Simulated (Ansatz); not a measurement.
Relaxation of AlFH5N (8 atoms, charge 0, multiplicity 1), to a largest force component of 0.03 eV/Å in at most 50 steps.

Method: RKS PBE-D4/def2-SVP (Ansatz 0.2.0).

```xyz
8
Properties=species:S:1:pos:R:3
Al -0.672 -0.908 0.164
N -0.497 0.941 -0.115
H -0.841 -1.807 -1.137
H -0.689 -1.391 1.678
H 1.761 0.455 -0.150
F 2.323 -0.272 -0.073
H -0.739 1.371 -1.012
H -0.647 1.611 0.645
```

Task: Where does it end, and by what steps?

Result: The run converged. After 14 steps the energy has fallen by 2.100 eV; H5 moved furthest, 1.23 Å. Parted: H5–F6. Joined: Al1–F6, N2–H5.

```csv
step,energy less start (eV),largest force component (eV/Å),accepted
0,0.0000,1.329,yes
1,-0.2315,0.901,yes
2,-0.4538,0.917,yes
3,-0.7191,0.862,yes
4,-0.9321,1.583,yes
5,-1.3490,1.773,yes
6,-1.4593,7.030,yes
7,-1.7244,3.728,yes
8,-1.8439,1.240,yes
9,-2.0142,0.833,yes
10,-1.9908,1.009,no
11,-2.0866,0.128,yes
12,-2.0971,0.229,yes
13,-2.0984,0.138,yes
14,-2.0995,0.014,yes
```

```xyz
8
Properties=species:S:1:pos:R:3
Al 0.017 -1.075 0.156
N -0.127 0.981 -0.137
H -0.728 -1.654 -1.146
H -0.587 -1.247 1.637
H 0.857 1.279 -0.230
F 1.725 -1.050 0.066
H -0.620 1.262 -0.995
H -0.537 1.503 0.650
```

Run time: 29 s on 1 thread of AMD EPYC 7R13 Processor (Zen 3), on a shared host, peak memory 0.15 GiB.
